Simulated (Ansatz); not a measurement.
## Other spins and charges of H2B–B, singlet at one geometry

Geometry (PBE0/def2-TZVP stationary point for this spin, not checked as a minimum):

```xyz
4

B     0.0000    0.0000    0.7529
B     0.0000    0.0000   -1.0096
H     0.0000    1.0240    1.3765
H     0.0000   -1.0240    1.3765
```

Basis cc-pVDZ; Ansatz 0.2.0. Only valence electrons are correlated (noble-gas cores frozen). Prefix R: restricted or restricted open-shell reference; prefix U: unrestricted. Active spaces: valence = (8e, 10o) chosen from the atoms' valence shells.

Gaps are energies of the second state less the first, at fixed atoms, for a selection of the levels run; each method lands on the state that its own search finds for that charge and spin.

Unrestricted rows (U, and Kohn–Sham where it breaks symmetry) aren't spin-pure: their determinants' ⟨S²⟩ exceeds S(S+1) by up to 0.86, so they mix in states of higher spin. A value is left out where its run failed or describes another state than the reference as far as symmetry and spin tell, or, spin-broken singlets apart, can't be checked.

Removing an electron, to the doublet: 8.434 eV at UCCSDTQ.

```
                   level  gap (eV)  error (meV)  ⟨S²⟩ where 0.1 over S(S+1) (first / second)
                     UHF     7.918         -516                                     0.86 / –
                   RCCSD     8.403          -31                                        – / –
                RCCSD(T)     8.427           -7                                        – / –
                  RCCSDT     8.430           -4                                        – / –
               RCCSDT(Q)     8.434            0                                        – / –
              UCCSDT(Q)*     8.675          241                                     0.86 / –
  CASSCF (valence space)     7.922         -512                                        – / –
MRCISD+Q (valence space)     8.437            3                                        – / –
                   B3LYP     8.848          414                                     0.81 / –
                 wB97M-V     8.616          182                                     0.58 / –
```

An asterisk marks runs whose energy the program itself flagged as in doubt.

Triplet less singlet: -0.257 eV at UCCSDTQ.

| level | gap (eV) | error (meV) | ⟨S²⟩ where 0.1 over S(S+1) (first / second) |
| --- | --- | --- | --- |
| RHF | -0.720 | -463 | – / – |
| UHF | -0.175 | 82 | 0.86 / – |
| RMP2 | -0.456 | -199 | – / – |
| RCCSD(T) | -0.245 | 12 | – / – |
| UCCSD(T) | -0.156 | 101 | 0.86 / – |
| RCCSDT | -0.257 | 0 | – / – |
| RCCSDTQ | -0.255 | 2 | – / – |
| NEVPT2 (valence space) | -0.333 | -76 | – / – |
| PBE0 | -0.138 | 119 | 0.86 / – |
| B3LYP | -0.048 | 209 | 0.81 / – |

In so small a basis the reference is far from its limit while semilocal and hybrid functionals are nearer theirs, so the functionals' errors here hold much of the reference's basis and frozen-core error, which can add to them or hide them.

Full CI isn't at hand for all of this; UCCSDTQ serves as the reference, and is uncertain by about the last step of the cluster series. The frozen core follows each run's orbitals, which can shift R against U totals by a few meV.
